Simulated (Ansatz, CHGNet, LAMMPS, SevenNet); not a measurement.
# How well does each level of theory give the elastic constant C12 of hcp Y?

Reference value: 29.1 ± 0.3 GPa (measured, 0 K, extrapolated to 0 K; as tabulated in Elastic Constants of Yttrium Single Crystals in the Temperature Range 4.2-400 K).

```json
[
 {"level (code)": "Lennard-Jones jacobson2022 (LAMMPS)", "value (GPa)": "130", "cell (Å³/atom)": "32.48"},
 {"level (code)": "CHGNet 0.3.0", "value (GPa)": "39.2", "cell (Å³/atom)": "32.91"},
 {"level (code)": "CHGNet-r²SCAN", "value (GPa)": "19.5", "cell (Å³/atom)": "33.70"},
 {"level (code)": "SevenNet-l3i5", "value (GPa)": "27.7", "cell (Å³/atom)": "32.89"},
 {"level (code)": "LDA (Ansatz)", "value (GPa)": "24.9", "cell (Å³/atom)": "29.93"},
 {"level (code)": "PBE (Ansatz)", "value (GPa)": "25.0", "cell (Å³/atom)": "32.88"},
 {"level (code)": "PBEsol (Ansatz)", "value (GPa)": "___", "cell (Å³/atom)": "31.33"},
 {"level (code)": "r²SCAN (Ansatz)", "value (GPa)": "29.1", "cell (Å³/atom)": "33.48"},
 {"level (code)": "HSE06 (Ansatz)", "value (GPa)": "27.6", "cell (Å³/atom)": "33.73"}
]
```

Task: Fill in the missing entries.

Result: 
- PBEsol (Ansatz, a first-principles code), value (GPa): 24.6

Differences against the reference: Lennard-Jones jacobson2022 +347 %, CHGNet 0.3.0 +35 %, CHGNet-r²SCAN -33 %, SevenNet-l3i5 -4.8 %, LDA -14.4 %, PBE -14.1 %, PBEsol -15.5 %, r²SCAN 0.0 %, HSE06 -5.2 %.

Once the reference is moved by up to 5.0 % (a margin picked here for doubts on the reference and the settings, and for temperature and zero-point motion) and values within 1.7 % count as equal, the nearest can be r²SCAN (0.0 %), SevenNet-l3i5 (-4.8 %) or HSE06 (-5.2 %). Among them Lennard-Jones jacobson2022 (+347 %) misses by most.

The reference isn't brought to a static lattice, while the calculations are for one, so the differences are not the levels' errors alone. The crystal itself was run without spin with LDA, PBE, PBEsol, r²SCAN, HSE06; a magnetic state was not tried in these runs. HSE06: hybrids on metals are sensitive to the k mesh. HSE06: the run warned that the count of filled bands differs between k points. Each level is taken at its own relaxed cell. Cutoffs and k meshes differ between the levels. Ansatz's density-functional and Hartree–Fock values are scalar-relativistic unless marked +SOC, with PAW data made under PBE.

Empirical potentials (Lennard-Jones jacobson2022) are fitted to chosen data: where that held the value shown, agreement is built in, and what lay outside the fit can be far off. Machine-learned potentials (CHGNet 0.3.0, CHGNet-r²SCAN, SevenNet-l3i5) are trained on DFT data: a solid inside that data is no test of them.

Differences are worked out from the printed values.
